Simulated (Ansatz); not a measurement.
Ba2SrN2: from a trial structure to a relaxed crystal

Computed with Ansatz, DFT PBE, scalar-relativistic, plane waves, PAW.

The start puts Ba2SrN2 on the ThCr2Si2 structure type (I4/mmm, No. 139), with Sr in place of Th, Ba in place of Cr, N in place of Si, at a guessed volume.

The final relaxation ran on this input, with the default PAW datasets:

```yaml
crystal:
  lattice:
    - [-2.2811532666, 2.2811532666, 6.8138786904]
    - [2.2811532666, -2.2811532666, 6.8138786904]
    - [2.2811532666, 2.2811532666, -6.8138786904]
  atoms:
    - { symbol: Ba, position: [0.25, 0.75, 0.5] }
    - { symbol: Ba, position: [0.75, 0.25, 0.5] }
    - { symbol: Sr, position: [0.0, 0.0, 0.0] }
    - { symbol: "N", position: [0.6467028138, 0.6467028138, 0.0] }
    - { symbol: "N", position: [0.3532971862, 0.3532971862, 0.0] }
basis:
  ecutwfc: 420
kpoints:
  mp_grid: { grid: [12, 12, 12] }
hamiltonian:
  xc: pbe
scf:
  occupations: { method: gaussian, width: 0.1 }
output:
  forces: true
  stress: true
  eigenvalues: true
relax:
  adjacent_minimum: "off"
  f_tol: 0.01
  max_steps: 80
  cell: { stress_tol: 0.05 }
```

Launched as:

```bash
ansatz run input.yaml --threads 1 --pin off --max-ram 2560MiB --backend cpu --events-out ev --progress --plain --runs-dir out
```

Time: 110 s on 1 thread of Arm Neoverse V2 (shared host), peak memory 0.72 GiB.

End of the output:

```
SCF converged after 6 iterations
Free energy (F): -16209.608715 eV
Harris-Foulkes:  -16209.608715 eV  (|F-HF|=1.82e-12)
Internal energy: -16209.605471 eV  (E = F + TS)
E sigma→0 (E₀):  -16209.607093 eV
Entropy (-TS):   -0.003245 eV (-0.649 meV/atom)
Fermi energy:    7.600559 eV
--- Per-component energies (eV) ---
  E_band       = -198.901423
  E_kinetic    = 835.053640
  E_local      = -1916.354643  (includes V_loc(G=0)·N_el)
  E_nonlocal   = 409.440168
  E_hartree    = 603.435114
  E_xc         = -629.131868
  E_vxc        = -585.556167  (∫ρ·V_xc dr)
  E_paw        = -13399.428991  (= ΣΔE_a)
  E_vpaw       = -148.354873  (= ΣTr[D̂ρ^β])
  E_aug_tail   = 0.000167  (compensation charges beyond the density's cutoff)
  E_ewald      = -2112.619056
  E_smearing   = -0.003245  (= −TS)
  E_closure    = 0.000000  (closes the sum)
  Σ components = -16209.608715   (vs F -16209.608715, Δ=0.00e0)
--- Forces (eV/Å), atoms counted from 1 ---
  atom   1  Ba     0.00000000     0.00000000     0.00000000
  atom   2  Ba     0.00000000     0.00000000     0.00000000
  atom   3  Sr     0.00000000     0.00000000     0.00000000
  atom   4  N      0.00000000     0.00000000     0.00214056
  atom   5  N      0.00000000     0.00000000    -0.00214056
  max |Σ_I F_I| component: 8.67e-18 eV/Å
--- Stress (GPa, compression-positive) ---
        0.014665       0.000000       0.000000
        0.000000       0.014665       0.000000
        0.000000       0.000000      -0.002721
  P = ⅓ Tr σ = 0.0089 GPa (0.089 kbar)
--- Relaxed structure (3 steps of the walk, 3 accepted, 1 SCFs on fresh bases) ---
  F+E_penalty+E_count = -16209.60871539 eV   max|allowed force component| = 2.141e-3 eV/Å   (the final SCF, on the basis selected at the relaxed cell)
  cell:  # Å, volume = 142.4126 Å³
    - [-2.282045, 2.282045, 6.836597]
    - [2.282045, -2.282045, 6.836597]
    - [2.282045, 2.282045, -6.836597]
  atoms:
    - { symbol: Ba, position: [0.250000, 0.750000, 0.500000] }
    - { symbol: Ba, position: [0.750000, 0.250000, 0.500000] }
    - { symbol: Sr, position: [0.000000, 0.000000, 0.000000] }
    - { symbol: N, position: [0.647059, 0.647059, 0.000000] }
    - { symbol: N, position: [0.352941, 0.352941, 0.000000] }
```

Total energies depend on the potentials used, so only differences within one code and one set of settings carry meaning.

The result has space group I4/mmm (No. 139). Ba is coordinated by 4 N at 2.68 Å and 4 Ba at 3.23 Å; Sr is coordinated by 8 N at 3.80 Å and 8 Ba at 4.11 Å (next Sr at 4.56 Å); around N lie 4 Ba at 2.68 Å.

Against the elements it lies at 0.34 eV/atom. Energies over the elements count from the elements' standard structures at the same level (N₂ as a molecule), with no empirical corrections.

The k mesh leaves about 4 meV/atom of noise in metals.

A structure relaxed within its symmetry needn't be a true minimum.